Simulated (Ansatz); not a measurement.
Process, species as SMILES: N#[N+][O-] → 2 N atom + O atom
B3LYP-D3(BJ)/def2-TZVP geometries, fixed; electronic energies without zero-point terms.
Largest species:
```xyz
3

N      0.0000     0.0000    -1.1943
N      0.0000     0.0000    -0.0734
O      0.0000     0.0000     1.1093
```

Core correlation in the atomisation energy at MP2 with Ansatz (a program for electronic structure), in kcal/mol: frozen core against all electrons. Open shells are unrestricted. Costs are rough ratios of core time on shared machines of one kind.

```csv
basis,"functions, most",frozen core,all electrons,core term (second minus first),cost over frozen core
cc-pVDZ,42,252.83,254.02,1.19,-
cc-pCVDZ,54,253.82,254.94,1.12,-
cc-pVTZ,90,278.27,284.48,6.22,-
cc-pCVTZ,129,279.09,280.28,1.19,-
cc-pwCVTZ,129,279.52,280.62,1.10,-
cc-pVQZ,165,288.04,290.88,2.84,-
cc-pCVQZ,252,288.20,289.32,1.11,1×
cc-pwCVQZ,252,288.47,289.60,1.12,1×
```

The largest core-valence set, cc-pwCVQZ, gives a core term of 1.12 kcal/mol; the valence set cc-pVQZ, which lacks functions for the core, gives 2.84.
